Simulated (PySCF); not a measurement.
**Question.** Give a GFN2-xTB geometry of InChI=1S/CH4/h1H4.

**Answer.** 
```
atom  x, y, z in Å
C1     0.0017    0.0006   -0.0035
H2     0.9054   -0.5948   -0.0169
H3     0.2007    0.9684   -0.4449
H4    -0.3289    0.1314    1.0186
H5    -0.7703   -0.5027   -0.5706
```

Orientation and origin are arbitrary. Atoms count from 1 in this order. 

Computed geometry: GFN2-xTB, gas phase.

Point group: Td (tolerance 0.08 Å). Whether it is a minimum is left open (no frequencies).


Q: Write a Z-matrix for dithioarsenate(V) anion (`[O-][As]([O-])(=S)[S-]`) as optimised with PBE0-D3(BJ)/def2-SVP. (Charge -3.)

A: 
Z-matrix in Å and degrees, rows numbered from 1:
```
O 
As  1  1.6852
O   2  1.6852  1  111.80
S   2  2.2893  1  108.92  3   120.56
S   2  2.2879  1  108.96  3  -120.50
```

As2 (arsenic bonded to 2 O and 2 S) is tetrahedral (angles from 108.9° to 111.8°).

The calculation used PySCF, PBE0-D3(BJ)/def2-SVP geometry optimisation, gas phase.

Point group: C2v (every atom within 0.08 Å of its image). No frequency check. Whether so highly charged an anion holds all its electrons in the gas phase wasn't checked; a finite basis holds them in any case. The ion is multiply charged and computed without counter-ions or solvent.

Hardware: one thread, Arm Neoverse V2 (aarch64), on a shared host. Cost: 12 s of wall time, 0.41 GiB resident at most. These figures are those of the optimisation.
